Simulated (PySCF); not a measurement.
# NaF: energy against distance

Set-up: Na def2-SVPD, F def2-SVPD; no relativity (PySCF 2.14). Energies in eV from Na + F in their ground configurations at the same level. State: ¹Σ⁺ (singlet), closed shell.

Curves on a restricted Hartree–Fock reference rise too fast on stretching and do not dissociate correctly.

| R (Å) | RHF-CCSD | B2PLYP |
| --- | --- | --- |
| 1.671 |  | -4.311 |
| 1.749 | -4.538 | -4.674 |
| 1.826 | -4.742 | -4.872 |
| 1.885 | -4.817 | -4.943 |
| 1.943 | -4.843 | -4.965 |
| 2.001 | -4.832 | -4.951 |
| 2.079 | -4.774 | -4.890 |
| 2.176 | -4.654 | -4.769 |
| 2.293 | -4.471 | -4.586 |
| 2.448 |  | -4.311 |

**Question.** Put a parabola through the three lowest points of the RHF-CCSD curve and estimate Re, k and ωe (reduced mass 10.4 u; 1 eV/Å² = 0.16022 mdyn/Å; ωe = 1302.8·√(k/μ) cm⁻¹).

**Answer.** Through R = 1.885, 1.943, 2.001 Å the second-order coefficient is 5.50 eV/Å², so Re ≈ 1.955 Å, k ≈ 1.76 mdyn/Å and ωe ≈ 536 cm⁻¹. A polynomial fit of higher order to the unrounded RHF-CCSD energies gives Re = 1.952 Å, k = 1.68 mdyn/Å, ωe = 524 cm⁻¹; anharmonicity and rounding make the difference.

The higher-order fit for each curve: RHF-CCSD: Re = 1.952 Å, ωe = 524 cm⁻¹, De = 4.84 eV; B2PLYP: Re = 1.947 Å, ωe = 525 cm⁻¹, De = 4.97 eV.

Correlated steps freeze 2 core orbitals. Correlated levels converge slowly with the basis: in double zeta they bind strong bonds too weakly, by up to about 1 eV, and carry superposition errors of some tenths. Where the molecule has an RHF reference, its open-shell atoms are computed with UHF. B2PLYP dipoles, levels and charges come from its SCF part alone.
